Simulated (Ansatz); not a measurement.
Working through an active-space calculation of H3S (charge +1), SMILES [SH3+]

With the Ansatz DFT code, driven from Python.

Notebook, run cell by cell (the value of a cell's last expression is shown):

```python
import ansatz as az
```

```python
GEOMETRY = """
S     0.01920   -0.01410    0.48020
H    -0.48290    1.09580   -0.10900
H     1.17690   -0.12700   -0.21120
H    -0.71320   -0.95480   -0.15990
"""
```

```python
h3s = az.Crystal.molecule()
for line in GEOMETRY.strip().splitlines():
    symbol, *xyz = line.split()
    h3s = h3s.atom(symbol, [float(v) for v in xyz])
```

```python
base = (
    h3s.calculation()
    .basis(gaussian="def2-SVP")
    .charge(1)
    .correlation(active_electrons=2, active_orbitals=3)
)
for method in [None, "sc_nevpt2", "fic_mrcisd_q"]:
    data = (base if method is None else base.correlation(method)).run(threads=1).report
    space = data["configurations"]
    state = space["states"][0]
    print(method or "casscf", f"total {data['free_energy_ev'] / 27.211386246:.6f} Ha, active-space state {state['energy']['hartree']:.6f} Ha, mean field {data['reference_energy_ev'] / 27.211386246:.6f} Ha")
    print("  determinants", state["n_determinants"], " natural occupations", [round(n, 3) for n in space["natural_occupations"]])
```

    casscf total -398.866954 Ha, active-space state -398.866954 Ha, mean field -398.847164 Ha
      determinants 9  natural occupations [1.975, 0.02, 0.004]
    sc_nevpt2 total -398.992502 Ha, active-space state -398.866952 Ha, mean field -398.847164 Ha
      determinants 9  natural occupations [1.975, 0.02, 0.004]
    fic_mrcisd_q total -399.023376 Ha, active-space state -398.866952 Ha, mean field -398.847164 Ha
      determinants 9  natural occupations [1.975, 0.02, 0.004]

Total energies depend on the basis set; only differences at equal settings carry meaning. The geometry is a force-field or estimated start, not a minimum of this method, and the basis set is short of its limit. The active space starts as a window about the frontier orbitals and is then optimised, not chosen by chemistry. Finished in 1.4 s on 1 thread of Arm Neoverse V2, on a shared host, peak memory 0.14 GiB.

(Lines on the test bed's own set-up are left out of the output.)
